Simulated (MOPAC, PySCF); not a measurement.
CH4S, SMILES `CS`, neutral singlet in the gas phase. 

Cartesian coordinates (Å):
SMILES: CS
```xyz
6

C     -0.4931    -0.0714    -0.0013
S      1.1604     0.0878    -0.7525
H     -1.1823    -0.2582    -0.8231
H     -0.7888     0.8466     0.5022
H     -0.5348    -0.9114     0.6888
H      1.8385     0.3066     0.3858
```
Charge 0, spin multiplicity 1.

All levels are single points at this geometry (B3LYP-D3(BJ)/def2-TZVP); Pople sets use spherical d functions. Orbital energies aren't observables, and empty levels follow the basis.

B3LYP/LANL2DZ in PySCF gives HOMO (eV) = -6.47.

Problem. Estimate the HOMO (eV) from each of these levels: PBE-D3(BJ)/def2-TZVP in PySCF; ωB97X-D3(BJ)/def2-TZVP in PySCF; B3LYP/3-21G in PySCF; B3LYP/6-311+G** in PySCF; B3LYP/6-31G* in PySCF; BP86/6-31G* in PySCF; PBE/6-31G* in PySCF; HF/3-21G in PySCF; HF/6-31G* in PySCF; AM1 in MOPAC; PM3 in MOPAC; PM6 in MOPAC.

Solution. 
| level | HOMO (eV) |
|---|---|
| PBE-D3(BJ)/def2-TZVP in PySCF | -5.51 |
| ωB97X-D3(BJ)/def2-TZVP in PySCF | -9.27 |
| B3LYP/3-21G in PySCF | -6.49 |
| B3LYP/6-311+G** in PySCF | -6.60 |
| B3LYP/6-31G* in PySCF | -6.42 |
| BP86/6-31G* in PySCF | -5.49 |
| PBE/6-31G* in PySCF | -5.38 |
| HF/3-21G in PySCF | -9.87 |
| HF/6-31G* in PySCF | -9.70 |
| AM1 in MOPAC | -9.01 |
| PM3 in MOPAC | -9.25 |
| PM6 in MOPAC | -8.96 |
